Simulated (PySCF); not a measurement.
**SiO, singlet: reading a ladder of total energies**

Geometry: MP2(full)/6-31G*, from the G2/97 set.

```tsv
atom	x (Å)	y (Å)	z (Å)
Si	0.0000	0.0000	0.0000
O	0.0000	0.0000	1.5423
```

Basis 6-31G; PySCF 2.14.0. Only valence electrons are correlated (noble-gas cores frozen), which leaves 10 electrons in 16 orbitals. R marks a restricted (for open shells ROHF) determinant.

Full CI is exact within this basis and frozen core; it isn't the basis-set limit.

```
    level  total energy (hartree)
      RHF             -363.702959
     RMP2             -363.907039
    RCCSD             -363.897215
 RCCSD(T)             -363.907360
   RCCSDT             -363.907703
RCCSDT(Q)             -363.909139
  full CI             -363.908834
```

**Question.** What is the correlation energy at full CI, and what share of it do RMP2 and RCCSD recover?

**Answer.** E(corr) = -363.908834 − (-363.702959) = -0.205875 hartree = -5.602 eV. RMP2: -0.204080 / -0.205875 = 99.13 %. RCCSD: -0.194256 / -0.205875 = 94.36 %.

**Question.** By how many kcal/mol does RCCSD(T) miss full CI (1 hartree = 627.509 kcal/mol), and which steps make up the rest?

**Answer.** -363.907360 − (-363.908834) = 0.001474 hartree = 0.92 kcal/mol. Steps: RCCSDT − RCCSD(T) = -0.22, RCCSDT(Q) − RCCSDT = -0.90, full CI − RCCSDT(Q) = 0.19 kcal/mol. Differences between like states or geometries often cancel part of this.
